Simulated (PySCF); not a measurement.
Gas-phase reaction: H2SiNH + Si = Si2N + 3 H

Computed with PySCF (xtb for GFN2) and rigid-rotor harmonic-oscillator thermochemistry at 1 bar. † marks an energy on the PBE0/def2-TZVP geometry and frequencies; other levels use their own. 6-31G* has spherical d functions here. Open shells (unrestricted): Si (multiplicity 3, electronic degeneracy 9), Si2N (multiplicity 2, electronic degeneracy 4), H (multiplicity 2); the rest are closed-shell singlets. GFN2 has no spin-polarisation term. Spin-orbit splitting is ignored; it lowers the true energy and changes the entropy of Si, Si2N. B3LYP is the form with VWN-RPA correlation. H2SiNH: computed as isolated molecules; such fragments, hydroxides, amides, oligomers or adducts are transient or little studied in the gas. The harmonic model lacks anharmonicity and excited electronic states, which grow with temperature; levels with a mode under 35 cm⁻¹ are left out.

| level | ΔE electronic, kJ | ΔH°(298 K), kJ | ΔS°(298 K), J/K | ΔG°(1800 K), kJ |
|---|---|---|---|---|
| B3LYP/6-31G* | 461 | 409 | 186 | 27 |
| B3LYP/def2-TZVP† | 471 | 420 | 189 | 32 |
| BLYP/def2-TZVP† | 449 | 398 | 189 | 11 |
| GFN2-xTB | 721 | 672 | 192 | 282 |
| PBE/def2-SVP | 430 | 380 | 188 | -3 |
| PBE/def2-TZVP† | 438 | 386 | 189 | -1 |
| PBE0/def2-QZVP† | 460 | 408 | 189 | 21 |
| ωB97M-V/def2-TZVP† | 464 | 412 | 189 | 25 |
| ωB97X-V/def2-TZVP† | 482 | 430 | 189 | 43 |
ΔH° is lowest at PBE/def2-SVP and highest at GFN2-xTB. No reference value is set beside these.
